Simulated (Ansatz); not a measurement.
Z-matrix (Å, degrees):
```
C
N 1 1.427
H 1 1.091 2 110.8
H 1 1.102 2 111.2 3 121.0
H 1 1.102 2 111.2 3 -121.0
C 2 1.427 1 111.8 3 -179.9
H 6 1.102 2 111.1 1 59.7
H 6 1.091 2 110.8 1 -179.4
H 6 1.102 2 111.3 1 -58.3
```

Charge 0, multiplicity 2.

(1) List the r2SCAN/def2-TZVPP orbital energies in eV (the Gaussian-basis code of Ansatz). (Estimate.)

Results:

(1) Computed: α occupied: -385.72, -273.55, -273.55, -23.84, -18.41, -15.65, -11.97, -11.51, -11.42, -9.97, -9.25, -6.49, -6.05. α empty: 1.29, 2.61, 2.87, 3.04, 3.16, 3.96, 4.07, 5.24. β occupied: -385.13, -273.58, -273.58, -22.87, -18.38, -15.10, -11.45, -11.27, -11.18, -9.80, -9.19, -5.97. β empty: -2.73, 1.50, 2.81, 3.03, 3.35, 3.48, 4.14, 4.25. ⟨S²⟩ = 0.756.
